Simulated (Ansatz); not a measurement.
Input and output for HNO$_{3}$ (`O=NOO`).

```yaml
crystal:
  periodic: [false, false, false]
  atoms:
    - {symbol: O, position_ang: [0.225102, -1.104305, 0.810360]}
    - {symbol: N, position_ang: [-0.704537, -0.424640, 0.504671]}
    - {symbol: O, position_ang: [-0.688962, 0.306793, -0.676463]}
    - {symbol: O, position_ang: [0.330743, 0.701382, -0.831642]}
    - {symbol: H, position_ang: [0.801375, 0.094218, -0.180915]}
basis:
  gaussian: {orbitals: def2-SVPD}
magnetization: {spin_polarized: true, initial_magnetization: 2}
hamiltonian: {xc: {name: B2PLYP}}
```

```sh
$ ansatz run in.yaml --threads 4 --pin off --events-out ev --progress --plain --max-ram 10444MiB
```

It prints (some lines left out):

```
Functional definition: B2PLYP
946 factors; integrals over basis functions are off by at most 7.5e-4 eV
mean field evaluation 1: about -7615.6184 eV, gradient 2.4e1 eV
mean field evaluation 2: about -7616.0042 eV, gradient 2.5e1 eV
mean field evaluation 4: about -7618.0803 eV, gradient 5.8e0 eV
mean field evaluation 8: about -7618.2147 eV, gradient 2.2e-1 eV
mean field evaluation 16: about -7618.2157 eV, gradient 1.1e-2 eV
mean field evaluation 32: about -7618.2158 eV, gradient 3.8e-6 eV
mean field -7618.21575418 eV, -279.9642651540 hartree, gradient 3.8e-6 eV, S^2 2.017339; 2 other end points of the search recorded, 0 dependent functions left out
4 core orbitals not correlated: weight in the atoms' cores, before any rotation towards them, 1.000 or more for the frozen orbitals, at most 0.000 for the correlated occupied ones
reference -7618.21589854 eV, -279.9642704592 hartree; 13, 11 occupied and 80, 82 virtual orbitals, 946 factors
second order -24.01049522 eV of doubles, -0.00000000 eV of singles
Total energy: -7624.69873225 eV, -280.2025102038 hartree
```

Hardware: 4 threads of an Intel Xeon 6975P-C on a shared host. Wall time 1.1 s, peak host memory 0.26 GiB.
